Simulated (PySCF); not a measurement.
Start geometry of `CP(C)(C)=S` from GFN2-xTB (Å):
```
atom  x, y, z in Å
C1    -0.6716    1.4997   -0.3476
P2     0.1592    0.1358    0.5623
C3     1.5554   -0.3396   -0.5346
C4    -1.0146   -1.2713    0.4180
S5     0.6750    0.5752    2.3798
H6    -0.9388    1.2025   -1.3588
H7    -1.5655    1.7848    0.2051
H8     0.0056    2.3522   -0.3748
H9     2.0545   -1.2026   -0.0963
H10    1.2135   -0.5771   -1.5391
H11    2.2609    0.4894   -0.5673
H12   -1.2723   -1.4731   -0.6189
H13   -1.9113   -1.0268    0.9854
H14   -0.5506   -2.1495    0.8645
```

**Question.** What comes out of this run: PBE0-D3(BJ)/def2-SVP geometry optimisation, gas phase (PySCF)?

**Answer.** 
```
atom  x, y, z in Å
C1    -0.6947    1.5713   -0.4219
P2     0.1568    0.2303    0.4718
C3     1.5458   -0.2281   -0.6160
C4    -0.9876   -1.1843    0.3624
S5     0.6852    0.6967    2.2883
H6    -0.9744    1.2735   -1.4438
H7    -1.5927    1.8498    0.1473
H8    -0.0252    2.4424   -0.4548
H9     2.0598   -1.0934   -0.1742
H10    1.2080   -0.4716   -1.6348
H11    2.2525    0.6131   -0.6457
H12   -1.2602   -1.4119   -0.6793
H13   -1.8899   -0.9449    0.9425
H14   -0.5039   -2.0572    0.8231
```

The energy falls by 2.6 kJ/mol over 4 energy and gradient evaluations, the largest force component goes from 0.0109 to 5.8e-05 Eh/bohr, and the atoms move by 0.014 Å rms after alignment. Among the bonds, C1–P2, P2–C3 and P2–C4 change most and about equally (-0.015 Å). Bonds longer at the end by more than 0.005 Å: 10 of 13; shorter: 3. Rotational constants go from 3545, 2322, 2322 to 3571, 2335, 2334 MHz. The orientation of the end geometry is arbitrary; only internal coordinates are fixed.

The run used 123 basis functions and 24 SCF cycles in all.

Stationary, but not proved a minimum.
